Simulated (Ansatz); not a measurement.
The inner images of a band of CH$_{5}$NOS (9 atoms, charge 0, multiplicity 1) are given out of order.

Method: Ansatz 0.2.0, RHF/def2-SVP.

First end point:

```xyz
9
Properties=species:S:1:pos:R:3
N -0.159 1.556 -0.227
C 0.335 0.234 -0.249
O -0.349 -0.575 0.694
S 0.196 -2.111 0.914
H -1.138 1.585 -0.448
H -0.033 1.977 0.676
H 1.400 0.228 -0.016
H 0.198 -0.194 -1.245
H -0.450 -2.701 -0.101
```

Last end point:

```xyz
9
Properties=species:S:1:pos:R:3
N -0.499 1.437 -0.133
C 0.211 0.203 -0.130
O -0.555 -0.727 0.592
S 0.126 -2.194 0.882
H -0.448 1.906 0.752
H -0.178 2.054 -0.854
H 1.209 0.251 0.323
H 0.331 -0.135 -1.163
H -0.197 -2.795 -0.270
```

Q: Put them in order from the first end to the last, with their energies above the first end.
A.
```xyz
9
Properties=species:S:1:pos:R:3
N -0.465 1.437 -0.275
C 0.280 0.215 -0.182
O -0.514 -0.668 0.561
S 0.097 -2.162 0.874
H -0.912 1.619 0.606
H 0.139 2.212 -0.482
H 1.254 0.319 0.312
H 0.457 -0.193 -1.182
H -0.335 -2.780 -0.232
```
B.
```xyz
9
Properties=species:S:1:pos:R:3
N -0.228 1.523 -0.285
C 0.331 0.222 -0.223
O -0.380 -0.580 0.702
S 0.125 -2.133 0.897
H -1.227 1.488 -0.187
H 0.137 2.128 0.425
H 1.378 0.285 0.078
H 0.287 -0.265 -1.201
H -0.422 -2.667 -0.205
```
C.
```xyz
9
Properties=species:S:1:pos:R:3
N -0.403 1.459 -0.315
C 0.309 0.215 -0.194
O -0.491 -0.635 0.584
S 0.072 -2.153 0.873
H -1.087 1.519 0.418
H 0.212 2.246 -0.228
H 1.288 0.328 0.284
H 0.469 -0.238 -1.177
H -0.368 -2.741 -0.246
```
D.
```xyz
9
Properties=species:S:1:pos:R:3
N -0.315 1.493 -0.314
C 0.321 0.216 -0.214
O -0.434 -0.601 0.651
S 0.092 -2.142 0.887
H -1.213 1.468 0.134
H 0.226 2.223 0.106
H 1.339 0.314 0.170
H 0.379 -0.275 -1.190
H -0.396 -2.697 -0.231
```
E.
```xyz
9
Properties=species:S:1:pos:R:3
N -0.499 1.431 -0.207
C 0.242 0.210 -0.162
O -0.537 -0.702 0.563
S 0.120 -2.175 0.880
H -0.689 1.759 0.723
H 0.009 2.144 -0.698
H 1.226 0.290 0.319
H 0.400 -0.152 -1.183
H -0.271 -2.805 -0.235
```

A: B (+0.08 eV), D (+0.24 eV), C (+0.31 eV), A (+0.28 eV), E (+0.25 eV).

The run took 73 s on 1 thread of Arm Neoverse N1, on a shared host, peak memory 0.15 GiB.
